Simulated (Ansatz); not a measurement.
Basis-set extrapolation for `C/C(F)=C\O` (PBE0-D4/def2-TZVP geometry, frozen core, the Gaussian-basis code of Ansatz). Multiplicity 1, RHF reference.

|  | def2-TZVPP | def2-QZVPP |
| --- | --- | --- |
| HF | -290.903411 | -290.916596 |
| MP2 correlation | -0.979312 | -1.054998 |
| CCSD(T) correlation | -1.045163 | not run |

Energies in hartree. Use E(X) = E(∞) + A·exp(−7.88·√X) for Hartree–Fock and E(X) = E(∞) + B·X^(−2.97) for correlation, with X = 3 and 4, and add CCSD(T) minus MP2 of the smaller set to the MP2 limit.

**Question.** What is the CCSD(T) energy at the basis-set limit?

**Answer.** HF limit: -290.916596 + (-0.013185) × 0.13774 = -290.91841. MP2 limit: -1.054998 + (-0.075686) × 0.74074 = -1.11106. Higher-order term: -1.045163 − (-0.979312) = -0.06585. Total: -292.09532 hartree, 385.3 kJ/mol below CCSD(T)/def2-TZVPP.
